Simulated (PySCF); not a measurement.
C₄H₉P.
Atom-mapped SMILES: `[CH2:1]=[CH:2][P:3]([CH3:4])[CH3:5]` (hydrogens: H6, H7 on C1; H8 on C2; H9, H10, H11 on C4; H12, H13, H14 on C5)

Torsions of this conformer, `[CH2:1]=[CH:2][P:3]([CH3:4])[CH3:5]`: C1–C2–P3–C4 19°.

The closed-shell ground state was solved at several levels (PySCF, density fitting, gas phase, non-relativistic). Geometry: PBE0-D3(BJ)/def2-SVP, one conformer, isolated molecule.

```csv
level,basis functions,HOMO (eV),LUMO (eV),gap (eV),dipole (D)
PBE0/IGLO-III,274,-6.28,-0.21,6.07,1.12
PBE0/pcSseg-0,67,-6.31,0.12,6.43,1.31
PBE0/aug-cc-pVDZ,200,-6.30,-0.32,5.98,1.24
PBE0/pcSseg-2,313,-6.32,-0.26,6.06,1.23
PBE0/cc-pVTZ,280,-6.27,-0.10,6.17,1.20
```

Problem. Estimate the row for PBE0/cc-pVDZ, a basis of 119 functions; the other rows only guide the guess.

Solution. HOMO -6.18 eV, LUMO 0.14 eV, gap 6.32 eV, dipole 1.17 D.

Problem. Over all these levels, which gives the widest orbital gap and which the narrowest?

Solution. PBE0/pcSseg-0 has the widest, 6.43 eV, and PBE0/aug-cc-pVDZ the narrowest, 5.98 eV. From the narrowest to the widest the HOMO moves by -0.01 eV and the LUMO by +0.44 eV.

Problem. How much does the basis alone move the frontier levels among the 6 PBE0 rows (the withheld one included)?

Solution. The HOMO by 0.14 eV and the LUMO by 0.46 eV. By rising basis size (HOMO, LUMO in eV): pcSseg-0 -6.31, 0.12; cc-pVDZ -6.18, 0.14; aug-cc-pVDZ -6.30, -0.32; IGLO-III -6.28, -0.21; cc-pVTZ -6.27, -0.10; pcSseg-2 -6.32, -0.26.

Problem. How far do the dipole and the HOMO energy spread over the levels?

Solution. The dipole runs from 1.12 to 1.31 D (mean 1.21 D) and the HOMO from -6.32 to -6.18 eV.
